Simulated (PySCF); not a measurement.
Species: HOCN.
SMILES with atom numbers: `[N:1]#[C:2][OH:3]` (hydrogens: H4 on O3)

All values: wB97X-D/pcSseg-2 (PySCF, non-relativistic), on one gas-phase PBE0-D3(BJ)/def2-TZVP geometry that isn't relaxed in the solvent. The solvent is an IEF-PCM continuum (cavity from Bondi-type radii × 1.2). Only the electrostatic response of the medium enters.

Gas phase at wB97X-D/pcSseg-2: HOMO -10.97 eV, LUMO 1.15 eV, dipole 4.03 D.

Problem. What does the continuum do to the energy, the frontier levels and the dipole at wB97X-D/pcSseg-2 in chloroform?

Solution. 
```csv
solvent,ε,E(solvent) − E(gas) (kcal/mol),polarisation term (kcal/mol),distortion of the solute (kcal/mol),HOMO (eV),LUMO (eV),dipole (D)
chloroform,4.711,-7.31,-8.43,1.12,-11.00,1.88,4.80
```

The first energy column is the sum of the next two and covers electrostatics alone.

Problem. Which radius a makes the point-dipole formula ΔE = −[(ε − 1)/(2ε + 1)]·μ²/a³ give the value in chloroform, with the gas-phase dipole?

Solution. μ = 1.586 au and |ΔE| = 0.01165 Eh give a = 2.25 Å; the farthest nucleus lies 1.62 Å from the centroid of the nuclei. The formula assumes a rigid point dipole at the centre of a sphere.

Time: 2.6 s wall; peak memory 0.44 GiB. Hardware: one thread of an Intel Xeon 6975P-C, shared host. This is the whole shielding run at wB97X-D/pcSseg-2 in chloroform, SCF included.

wB97X-D is run here without its empirical dispersion term; that term would change no orbital, density or response property at a fixed geometry.
